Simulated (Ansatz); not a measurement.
# AlH3F (doublet): from Hartree-Fock to the top rungs at distance Al1–H4 along a hydrogen transfer = 1.586 Å, cc-pVDZ

How much of the correlation energy of AlH3F (doublet) does each wave-function method recover here?

The runs use Ansatz 0.2.0, Gaussian basis; cc-pVDZ, core rule «outside noble gas», up to 6 orbitals frozen.

To be run: UHF; CCSD(T) on ROHF; CCSD(T) on UHF; BCCD(T) on ROHF; CISD; CCSDT(Q) on ROHF; CCSDT(Q) on UHF; CASSCF and MRCISD+Q, 3 electrons in 3 orbitals; CASSCF and NEVPT2, 3 electrons in 3 orbitals.

17 further runs of the same task are left out: 9 for a known fault of the program, 1 for a mislabelled method, 7 that didn't finish.

### 1 The geometry

The geometry derives from fragments relaxed apart (PBE0/def2-TZVP) and kept rigid, so it is no stationary point. A hydrogen atom is moved between rigid fragments.

5 atoms, charge 0, spin multiplicity 2.

Atoms are counted from 1 here; the program's logs count them from 0.

Bond lengths: Al1–H2 1.586 Å, Al1–H3 1.586 Å, Al1–H4 1.586 Å. Angles: H2–Al1–H3 120.0°, H2–Al1–H4 120.0°, H3–Al1–H4 120.0°.

### 2 UHF

File in.yaml:

```yaml
crystal:
  periodic: [false, false, false]
  atoms:
    - {symbol: Al, position_ang: [-1.240617, 0.000000, 0.000000]}
    - {symbol: H, position_ang: [-2.033540, 1.373384, 0.000000]}
    - {symbol: H, position_ang: [-2.033540, -1.373384, 0.000000]}
    - {symbol: H, position_ang: [0.345231, 0.000000, 0.000000]}
    - {symbol: F, position_ang: [1.959383, 0.000000, 0.000000]}
basis:
  gaussian: {orbitals: cc-pVDZ}
magnetization: {spin_polarized: true, initial_magnetization: 1}
hamiltonian: {xc: hf}
output: {orbitals: {seedname: orbitals}}
```

Started as:

```console
ansatz run in.yaml --threads 1 --pin off --events-out ev --progress --plain --max-ram 2393MiB
```

After this run come: CCSD(T) on ROHF; CCSD(T) on UHF; BCCD(T) on ROHF; CISD; CCSDT(Q) on ROHF; CCSDT(Q) on UHF; CASSCF and MRCISD+Q, 3 electrons in 3 orbitals; CASSCF and NEVPT2, 3 electrons in 3 orbitals.

Before running them: what should the planned runs give, taken together? Wanted: UCCSDT(Q) below the RHF energy; RMP2 from UCCSDT(Q); UMP2 from UCCSDT(Q); RCCSD from UCCSDT(Q); RCCSD(T) from UCCSDT(Q); UCCSD(T) from UCCSDT(Q); RCCSDT(Q) from UCCSDT(Q); NEVPT2 pair from UCCSDT(Q); MRCISD+Q pair from UCCSDT(Q).

The runs gave:

| quantity | value |
| --- | --- |
| UCCSDT(Q) below the RHF energy | -7.5048 eV |
| RMP2 from UCCSDT(Q) | +1146.8 meV |
| UMP2 from UCCSDT(Q) | +1126.3 meV |
| RCCSD from UCCSDT(Q) | +109.4 meV |
| RCCSD(T) from UCCSDT(Q) | +26.4 meV |
| UCCSD(T) from UCCSDT(Q) | +26.1 meV |
| RCCSDT(Q) from UCCSDT(Q) | +0.5 meV |
| NEVPT2 pair from UCCSDT(Q) | +1088.6 meV |
| MRCISD+Q pair from UCCSDT(Q) | +161.6 meV |
| levels within 1 kcal/mol (43 meV) | RCCSD(T), UCCSD(T), BCCD(T), RCCSDT, UCCSDT, RCCSDT(Q) |
| T1 diagnostic | 0.037 |

What this shows: RCCSD(T) lands +26.4 meV from the yardstick (0.4 % of the correlation energy). Of the multireference levels listed MRCISD+Q pair comes nearest in total energy (+161.6 meV), which doesn't show that its space is the better one. These misses are within one basis, not against nature; the frozen cores of restricted and unrestricted runs differ, which can shift their rows.
